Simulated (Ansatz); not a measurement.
C₄H₆O₂, SMILES `CC1(C=O)CO1`, relaxed with RKS PBE0-D4/def2-TZVP in the Gaussian-basis code of Ansatz from a PBE-D4/def2-SVP geometry. The force threshold is 0.005 eV/Å; the program also tests the step.

Total charge 0; spin multiplicity 1.

Start:

```xyz
12

C     0.220    1.377    0.282
C     0.069   -0.110    0.103
C    -1.108   -0.767    0.772
O    -2.037   -0.163    1.269
C     0.620   -0.827   -1.081
O     1.261   -0.925    0.176
H    -0.693    1.897   -0.069
H     1.096    1.756   -0.278
H     0.350    1.623    1.355
H    -1.038   -1.899    0.778
H     0.134   -1.749   -1.456
H     1.128   -0.213   -1.850
```

(1) How much energy does the relaxation release, and in how many steps? (An estimate is asked.)

(2) Which bonds change most? (Best estimate.)

(3) Give the relaxed structure. (Best estimate.)

## Answers

(1) Ansatz gave: 6.35 kJ/mol, in 7 steps, 1 of them rejected.

(2) The calculation gave: C3–H10 from 1.134 to 1.111 Å; C5–H11 from 1.108 to 1.088 Å; C5–H12 from 1.108 to 1.087 Å; C2–C5 from 1.490 to 1.471 Å.

(3) The calculation gave: 
```xyz
12

C     0.221    1.369    0.281
C     0.068   -0.106    0.103
C    -1.093   -0.769    0.763
O    -2.020   -0.181    1.245
C     0.601   -0.811   -1.073
O     1.248   -0.909    0.172
H    -0.672    1.884   -0.076
H     1.091    1.729   -0.269
H     0.344    1.612    1.338
H    -1.024   -1.878    0.775
H     0.128   -1.724   -1.429
H     1.109   -0.215   -1.827
```
